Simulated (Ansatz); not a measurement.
```yaml
crystal:
  periodic: [false, false, false]
  atoms:
    - {symbol: N, position_ang: [-0.225668, 1.288804, -0.575677]}
    - {symbol: C, position_ang: [0.496770, 0.102829, -0.193413]}
    - {symbol: C, position_ang: [-0.164140, -1.202160, 0.115746]}
    - {symbol: C, position_ang: [0.263458, -0.515532, 1.129861]}
    - {symbol: H, position_ang: [-0.244909, 1.393170, -1.582985]}
    - {symbol: H, position_ang: [-1.184138, 1.240025, -0.251314]}
    - {symbol: H, position_ang: [1.503920, 0.115163, -0.611274]}
    - {symbol: H, position_ang: [-0.695070, -2.068036, -0.247915]}
    - {symbol: H, position_ang: [0.338277, -0.400663, 2.199973]}
basis:
  gaussian: {orbitals: cc-pVTZ-DK, final_grid: {core_spheres: 8, valence_spheres: 7, degree: 23}}
total_charge: 3
magnetization: {spin_polarized: true, initial_magnetization: 1}
hamiltonian: {xc: {name: SPW92}}
scf: {lower_state_search: full}
output: {forces: true}
```

```sh
$ ansatz run in.yaml --threads 2 --pin off --events-out ev --progress --plain --max-ram 4352MiB
```

It prints (some lines left out):

```
Functional definition: SPW92
973 factors; their error is unknown
mean field evaluation 1: about -4570.0342 eV, gradient 7.1e1 eV
mean field evaluation 2: about -4543.2967 eV, gradient 9.5e1 eV
mean field evaluation 4: about -4590.8595 eV, gradient 1.2e1 eV
mean field evaluation 8: about -4591.4385 eV, gradient 2.6e-1 eV
mean field evaluation 16: about -4591.4221 eV, gradient 4.3e-3 eV
mean field evaluation 160: about -4591.4221 eV, gradient 2.8e-2 eV
mean field evaluation 192: about -4591.4221 eV, gradient 4.3e-4 eV
mean field -4591.42214731 eV, -168.7316517360 hartree, gradient 2.4e-5 eV, S^2 0.753093; 13 other end points of the search recorded, 0 dependent functions left out
reference -4591.42217063 eV, -168.7316525928 hartree; 14, 13 occupied and 176, 177 virtual orbitals, 973 factors
Total energy: -4591.42217063 eV, -168.7316525928 hartree
Relativity: scalar
Atom 0 at    -0.225668     1.288804    -0.575677 Å, force     1.108222    -6.521351     0.475844 eV/Å
Atom 1 at     0.496770     0.102829    -0.193413 Å, force    -0.938916     7.716565    -1.090317 eV/Å
Atom 2 at    -0.164140    -1.202160     0.115746 Å, force    -0.689499    -2.069999     2.362074 eV/Å
Atom 3 at     0.263458    -0.515532     1.129861 Å, force    -0.244721    -1.576354    -0.004044 eV/Å
Atom 4 at    -0.244909     1.393170    -1.582985 Å, force     1.183522     2.346657    -2.649173 eV/Å
Atom 5 at    -1.184138     1.240025    -0.251314 Å, force    -2.102412     1.336623     1.425500 eV/Å
Atom 6 at     1.503920     0.115163    -0.611274 Å, force     2.143895    -0.447183    -1.096129 eV/Å
Atom 7 at    -0.695070    -2.068036    -0.247915 Å, force    -1.196164    -1.568028    -1.914266 eV/Å
Atom 8 at     0.338277    -0.400663     2.199973 Å, force     0.736074     0.783069     2.490512 eV/Å
Dipole moment:    -0.200479    -0.071813    -0.096903 e Å
```

Problem. What is wrong with this run?

Solution. The charge is far from anything that the molecule holds. The run converged. The result belongs to that input, not to the molecule as meant.
